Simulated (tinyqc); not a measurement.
Worked calculation: coupled-perturbed Hartree-Fock on RHF in the sto-3g basis, for H2F+, spin multiplicity 1. One step of it, computed by the program tinyqc.

Question. Iteration 8 (converged): orbitals. Diagonalise F' = X^T F X, C = X C', fill 5 alpha and 5 beta electrons from the bottom; D = 2 C_occ C_occ^T. Each column has its largest component positive (the first on a tie).

converged F (hartree):
```
             1F 1s      1F 2s     1F 2px     1F 2py     1F 2pz      2H 1s      3H 1s
1F 1s   -26.586858  -6.779038   0.000000   0.000000  -0.021895  -0.916068  -0.916068
1F 2s    -6.779038  -3.588358   0.000000   0.000000  -0.099407  -0.995046  -0.995046
1F 2px    0.000000   0.000000  -1.009800   0.000000   0.000000   0.000000   0.000000
1F 2py    0.000000   0.000000   0.000000  -0.910420   0.000000  -0.449652   0.449652
1F 2pz   -0.021895  -0.099407   0.000000   0.000000  -0.943917  -0.418078  -0.418078
2H 1s    -0.916068  -0.995046   0.000000  -0.449652  -0.418078  -0.740329  -0.324272
3H 1s    -0.916068  -0.995046   0.000000   0.449652  -0.418078  -0.324272  -0.740329
```

X:
```
                1          2          3         4          5          6         7
1F 1s   -0.402945   0.000000   0.694546  0.000000   0.619297   0.000000  0.193550
1F 2s    0.979044   0.000000  -0.255978  0.000000   0.312724   0.000000  0.451524
1F 2px   0.000000   0.000000   0.000000  1.000000   0.000000   0.000000  0.000000
1F 2py   0.000000   0.775211   0.000000  0.000000   0.000000   0.727991  0.000000
1F 2pz   0.421021   0.000000   0.696938  0.000000  -0.604916   0.000000  0.206637
2H 1s   -0.572952  -0.745662  -0.206869  0.000000  -0.172836   0.378419  0.393637
3H 1s   -0.572952   0.745662  -0.206869  0.000000  -0.172836  -0.378419  0.393637
```

Give: F' = X^T F X; orbital energies; coefficients C; D after iteration 8.

Answer.

F' = X^T F X (hartree):
```
         1        2         3        4         5        6        7
1  -1.5583   0.0000    3.5386   0.0000    3.3310   0.0000   0.9972
2   0.0000   0.0299    0.0000   0.0000    0.0000  -0.0546   0.0000
3   3.5386   0.0000  -10.6285   0.0000  -10.7704   0.0000  -5.1788
4   0.0000   0.0000    0.0000  -1.0098    0.0000   0.0000   0.0000
5   3.3310   0.0000  -10.7704   0.0000  -13.0960   0.0000  -5.9622
6   0.0000  -0.0546    0.0000   0.0000    0.0000  -1.0971   0.0000
7   0.9972   0.0000   -5.1788   0.0000   -5.9622   0.0000  -4.4256
```

orbital energies (hartree): MO1 -26.5962, MO2 -1.9999, MO3 -1.0998, MO4 -1.0409, MO5 -1.0098, MO6 -0.0714, MO7 0.0325

coefficients C:
```
            MO1      MO2      MO3      MO4     MO5      MO6      MO7
1F 1s    0.9948  -0.2518   0.0000   0.0655  0.0000   0.0914   0.0000
1F 2s    0.0218   0.9602   0.0000  -0.3250  0.0000  -0.5456   0.0000
1F 2px   0.0000   0.0000   0.0000   0.0000  1.0000   0.0000   0.0000
1F 2py   0.0000   0.0000   0.7646   0.0000  0.0000   0.0000  -0.7391
1F 2pz   0.0021   0.0941   0.0000   0.8451  0.0000  -0.5904   0.0000
2H 1s   -0.0034   0.0801   0.3420   0.2440  0.0000   0.7000   0.7631
3H 1s   -0.0034   0.0801  -0.3420   0.2440  0.0000   0.7000  -0.7631
```

D after iteration 8:
```
          1F 1s    1F 2s  1F 2px   1F 2py   1F 2pz    2H 1s    3H 1s
1F 1s    2.1148  -0.4827  0.0000   0.0000   0.0675  -0.0153  -0.0153
1F 2s   -0.4827   2.0561  0.0000   0.0000  -0.3684  -0.0048  -0.0048
1F 2px   0.0000   0.0000  2.0000   0.0000   0.0000   0.0000   0.0000
1F 2py   0.0000   0.0000  0.0000   1.1692   0.0000   0.5229  -0.5229
1F 2pz   0.0675  -0.3684  0.0000   0.0000   1.4462   0.4274   0.4274
2H 1s   -0.0153  -0.0048  0.0000   0.5229   0.4274   0.3658  -0.1020
3H 1s   -0.0153  -0.0048  0.0000  -0.5229   0.4274  -0.1020   0.3658
```
